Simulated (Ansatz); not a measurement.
We consider fcc Pt, described by PBEsol in Ansatz (PAW).

Run with plane-wave cutoff 500 eV, 32×32×32 k mesh, Fermi–Dirac smearing 0.1 eV, scalar-relativistic PAW data made under PBE.

Computed at the level's own relaxed cell.

Problem. Give the computed volume per atom and lattice parameter a.

Solution. 
- volume per atom = 15.06 Å³/atom
- lattice parameter a = 3.920 Å

Measured, for comparison: equilibrium volume per atom 14.98 Å³/atom, lattice constant a 3.913 Å (static lattice: zero-point anharmonic expansion removed; as tabulated in Mejia-Rodriguez and Trickey (2018), arXiv:1807.09216). Computed (rounded) less measured: equilibrium volume per atom +0.5 %, lattice constant a +0.2 %.

Spin–orbit coupling is not included.

Ansatz is a first-principles code.
